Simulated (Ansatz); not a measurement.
All values below come from CAM-B3LYP-D3(BJ)/def2-TZVP (Ansatz, a quantum-chemistry and plane-wave program). No frequencies were computed at this level.

Ansatz 0.2 input:
```yaml
crystal:
  periodic: [false, false, false]
  atoms:
    - { symbol: C, position_ang: [1.146862, -0.046281, -0.000004] }
    - { symbol: C, position_ang: [-0.043985, 0.005461, 0.0] }
    - { symbol: H, position_ang: [-1.102877, 0.04082, 0.000004] }
basis:
  gaussian: { orbitals: def2-tzvp }
hamiltonian:
  xc: cam_b3lyp
  dispersion: d3bj
relax:
  max_steps: 150
magnetization:
  spin_polarized: true
  initial_magnetization: 1
```

Output:

```
Functional definition: CAM-B3LYP
404 factors; their error is unknown
116 factors; integrals over basis functions are off by at most 1.3e-5 eV
mean field evaluation 1: about -2081.3224 eV, gradient 2.5e1 eV
mean field evaluation 2: about -2081.5831 eV, gradient 2.3e1 eV
mean field evaluation 4: about -2084.1112 eV, gradient 1.1e0 eV
mean field evaluation 8: about -2084.1346 eV, gradient 2.0e-1 eV
mean field evaluation 16: about -2084.1349 eV, gradient 4.0e-4 eV
mean field evaluation 32: about -2083.4325 eV, gradient 8.5e0 eV
mean field -2084.13494346 eV, -76.5905464948 hartree, gradient 3.1e-5 eV, S^2 0.774952; 4 other end points of the search recorded, 0 dependent functions left out
reference -2084.13502888 eV, -76.5905496338 hartree; 7, 6 occupied and 61, 62 virtual orbitals, 404 factors
relax step   1: F+E_penalty+E_count = -2084.15440766 eV  Δ(F+E_penalty+E_count) = +0.000e0 eV  max|allowed force component| = 3.228e-1 eV/Å  Δτ_max = 0.0000 Å  (101 SCF iters, accepted)
these checks for a lower state are left out or cut short: starts, cluster_reference, orbital_swaps, neighbouring_geometries, increment
404 factors; their error is unknown
116 factors; integrals over basis functions are off by at most 1.3e-5 eV
mean field -2084.13586601 eV, -76.5905803978 hartree, gradient 1.3e-5 eV, S^2 0.775438; 0 other end points of the search recorded, 0 dependent functions left out
reference -2084.13595151 eV, -76.5905835401 hartree; 7, 6 occupied and 61, 62 virtual orbitals, 404 factors
relax step   2: F+E_penalty+E_count = -2084.15532787 eV  Δ(F+E_penalty+E_count) = -9.202e-4 eV  max|allowed force component| = 4.628e-2 eV/Å  Δτ_max = 0.0035 Å  (56 SCF iters, accepted)
these checks for a lower state are left out or cut short: starts, cluster_reference, orbital_swaps, neighbouring_geometries, increment
404 factors; their error is unknown
116 factors; integrals over basis functions are off by at most 1.3e-5 eV
mean field -2084.13589609 eV, -76.5905815032 hartree, gradient 1.7e-5 eV, S^2 0.775436; 0 other end points of the search recorded, 0 dependent functions left out
reference -2084.13598161 eV, -76.5905846460 hartree; 7, 6 occupied and 61, 62 virtual orbitals, 404 factors
relax step   3: F+E_penalty+E_count = -2084.15535762 eV  Δ(F+E_penalty+E_count) = -2.976e-5 eV  max|allowed force component| = 1.302e-2 eV/Å  Δτ_max = 0.0008 Å  (42 SCF iters, accepted)
these checks for a lower state are left out or cut short: starts, cluster_reference, orbital_swaps, neighbouring_geometries, increment
404 factors; their error is unknown
116 factors; integrals over basis functions are off by at most 1.3e-5 eV
mean field evaluation 64: about -2084.1359 eV, gradient 9.0e-6 eV
mean field -2084.13592714 eV, -76.5905826445 hartree, gradient 3.4e-5 eV, S^2 0.775438; 0 other end points of the search recorded, 0 dependent functions left out
reference -2084.13601266 eV, -76.5905857873 hartree; 7, 6 occupied and 61, 62 virtual orbitals, 404 factors
relax step   4: F+E_penalty+E_count = -2084.15538868 eV  Δ(F+E_penalty+E_count) = -3.106e-5 eV  max|allowed force component| = 2.624e-4 eV/Å  Δτ_max = 0.0031 Å  (57 SCF iters, accepted)
404 factors; their error is unknown
116 factors; integrals over basis functions are off by at most 1.3e-5 eV
mean field evaluation 96: about -2084.1359 eV, gradient 8.0e-6 eV
mean field -2084.13592714 eV, -76.5905826445 hartree, gradient 1.3e-5 eV, S^2 0.775438; 5 other end points of the search recorded, 0 dependent functions left out
reference -2084.13601266 eV, -76.5905857873 hartree; 7, 6 occupied and 61, 62 virtual orbitals, 404 factors
Total energy: -2084.15547420 eV, -76.5913009855 hartree
Atom 0 at     1.150535    -0.044683    -0.000004 Å, force    -0.000249     0.000131    -0.000000 eV/Å
Atom 1 at    -0.043535     0.001752     0.000000 Å, force     0.000106    -0.000262     0.000000 eV/Å
Atom 2 at    -1.107000     0.042931     0.000004 Å, force     0.000142     0.000131    -0.000000 eV/Å
Dipole moment:    -0.162809     0.006320     0.000001 e Å
```

Cost: about 12 core-seconds (a rough figure).
